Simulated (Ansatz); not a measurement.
# MgSc2As2: from a trial structure to a relaxed crystal

Computed with DFT PBE, scalar-relativistic, plane waves, PAW in Ansatz 0.2.0. Cutoff 420 eV, Γ-centred k mesh, Gaussian smearing, no spin polarisation in the final step.

The start puts MgSc2As2 on the ThCr2Si2 structure type (I4/mmm, No. 139), with Mg in place of Th, Sc in place of Cr, As in place of Si, at a guessed volume.

```xyz
5
Lattice="-2.0977 2.0977 5.5038 2.0977 -2.0977 5.5038 2.0977 2.0977 -5.5038" Properties=species:S:1:pos:R:3 pbc="T T T"
Mg    0.0000    0.0000    0.0000
Sc    2.0977    0.0000    2.7519
Sc    0.0000    2.0977    2.7519
As    0.0000    0.0000    6.8908
As    0.0000    0.0000    4.1168
```

Cell and atoms relax at zero pressure; the relaxation can't lower the symmetry of the start. After a coarse first stage the cell is made exact in the group found at 0.06 Å.

Energies over the elements count from the elements' standard structures at the same level, with no empirical corrections.

Task: Describe the relaxed structure.

Result: It keeps I4/mmm (No. 139). The result still has the ThCr2Si2 structure. Conventional cell: a = 4.624 Å, c = 10.844 Å. Mg is coordinated by 8 As at 3.53 Å and 8 Sc at 3.56 Å (next As at 4.09 Å); Sc has 4 As at 2.69 Å; As has 1 As at 2.66 Å and 4 Sc at 2.69 Å.

```xyz
5
Lattice="-2.3119 2.3119 5.4219 2.3119 -2.3119 5.4219 2.3119 2.3119 -5.4219" Properties=species:S:1:pos:R:3 pbc="T T T"
Mg    0.0000    0.0000    0.0000
Sc    2.3119    0.0000    2.7110
Sc    0.0000    2.3119    2.7110
As    0.0000    0.0000    6.7533
As    0.0000    0.0000    4.0906
```

Task: What are its volume, energy, density and gap?

Result: The volume per atom is 23.18 Å³. The density is 3.78 g/cm³. The energy over the elements is -0.65 eV/atom and the gap on the 12×12×12 mesh is 0 eV (a metal).

The final run used a 12×12×12 mesh on its 5-atom cell and 0.10 eV smearing. The k mesh leaves about 4 meV/atom of noise in metals. Symmetry constrained the relaxation, so the result can be a saddle point.

Cost: 3 runs of about 2.7 core-minutes in all, on Arm Neoverse V2 (shared hosts).